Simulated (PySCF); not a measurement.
Species: C₂H₂ClS (charge -1).
Numbering: `[CH2:1]=[C:2]([S-:3])[Cl:4]` (hydrogens: H5, H6 on C1)

The closed-shell ground state was solved at several levels (PySCF, density fitting, gas phase, non-relativistic). Isolated species at its PBE0-D3(BJ)/def2-SVP geometry, gas phase. No diffuse functions stand in pcSseg-1 and pcSseg-2, which bears on an anion's orbital energies.

```json
{"level": "PBE0/pcSseg-1", "basis functions": "92", "HOMO (eV)": "-0.52", "LUMO (eV)": "5.21", "gap (eV)": "5.73"}
{"level": "mPW1PW91/pcSseg-2", "basis functions": "186", "HOMO (eV)": "-0.76", "LUMO (eV)": "4.75", "gap (eV)": "5.51"}
```

(1) Estimate the row for PBE0/def2-SVPD, a basis of 110 functions; the other rows only guide the guess.

(2) Over all these levels, which gives the widest orbital gap and which the narrowest?

Answers

(1) HOMO -0.84 eV, LUMO 4.28 eV, gap 5.12 eV.

(2) PBE0/pcSseg-1 has the widest, 5.73 eV, and PBE0/def2-SVPD the narrowest, 5.12 eV. The two share the functional. From the narrowest to the widest the HOMO moves by +0.32 eV and the LUMO by +0.93 eV.
